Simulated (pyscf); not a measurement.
HB=O + HCl → HO–BH–Cl (addition across a multiple bond or ene-type step; singlet surface; Cl–H broken, B–Cl, H–O formed). Optimised with ωB97X-D3(BJ)/def2-SVP in PySCF. Correlated levels are frozen-core, on RHF or UHF. ΔMP2 is the change of the MP2 total energy from the triple- to the quadruple-zeta basis. Rate constants from transition-state theory at the high-pressure limit, CCSD(T)/def2-TZVPP + ΔMP2(QZVPP) energies (ideal gas, 1 atm, RRHO with modes under 100 cm⁻¹ raised to 100, one conformer, R ln 2 for rigid chiral ones; no tunnelling), k in cm³ molecule⁻¹ s⁻¹.

```csv
T (K),1000/T,log10 k
298,3.354,-25.14
600,1.667,?
900,1.111,-16.15
1200,0.833,-14.91
```

Question: Fit an Arrhenius line to the three values, give the activation energy, and predict k at 600 K.

Answer: Least squares gives log10 k = -11.60 − 4.04 × 1000/T, so Ea = 4.04 × ln 10 × 1.987 = 18.5 kcal/mol, against an electronic barrier of 18.0. At 600 K the line gives -18.33; the computed value is -18.48 (ΔG‡ = 34.3 kcal/mol), a factor 1.4 under the line, since the plot is curved. On the reactant side the descent ends in a complex (not fully relaxed), 4.3 kcal/mol under the separated species and 19.5 kcal/mol under the saddle at ωB97X-D3(BJ)/def2-TZVP. At ωB97X-D3(BJ) the barrier from the zero used here is 15.1 kcal/mol. This is the saddle that the search found; another between the same sides may lie lower. The CCSD(T) − MP2 part came from Ansatz, without density fitting, on the same reference.
